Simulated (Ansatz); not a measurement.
Born–Oppenheimer molecular dynamics of CH6BCl (9 atoms, charge 0, multiplicity 1). It starts from a rough guess of a transition structure, not a stationary point.

Level of theory: UKS PBE/6-31G* in Ansatz 0.2.0.

| Property | Result |
| --- | --- |
| ensemble | NVE (velocity Verlet) |
| time step | 0.5 fs |
| steps asked | 150 |
| starting velocities drawn for | 300 K |
| seed | 641278 |

First frame:

```xyz
9
Properties=species:S:1:pos:R:3
B -0.504 -0.029 -0.774
Cl 1.039 1.111 -1.789
H -0.526 -1.068 -1.302
H -1.438 0.670 -0.757
H 0.646 0.390 -0.235
C 0.182 -0.194 0.945
H 0.209 0.700 1.560
H 1.068 -0.798 1.108
H -0.677 -0.782 1.244
```

Question: How far do the bonds stretch over the last three quarters of this one trajectory? (Pairs bonded in most of those frames.)

Answer: 
| bond | mean (Å) | spread (Å) | shortest | longest |
| --- | --- | --- | --- | --- |
| B1–Cl2 | 1.765 | 0.080 | 1.63 | 1.88 |
| B1–H3 | 1.206 | 0.027 | 1.16 | 1.25 |
| B1–H4 | 1.207 | 0.030 | 1.16 | 1.25 |
| H5–C6 | 1.106 | 0.053 | 1.01 | 1.18 |
| C6–H7 | 1.101 | 0.019 | 1.06 | 1.14 |
| C6–H8 | 1.107 | 0.019 | 1.08 | 1.14 |
| C6–H9 | 1.117 | 0.062 | 1.02 | 1.21 |

Mean temperature of the second half: 1613 K. The conserved energy stayed within 0.18 meV per atom of its start (net change -0.072 meV per atom), so the integration is sound. The system heated up, since it started high on the potential surface and ran downhill. A run of 0.075 ps of so small a system gives no equilibrium averages. The orbitals stay closed-shell, which can raise the energy where a bond breaks towards radicals; this wasn't checked here.

The run took 4.2 min on 1 thread of Intel(R) Xeon(R) Platinum 8488C (Sapphire Rapids), with other jobs on the host, peak memory 0.14 GiB.
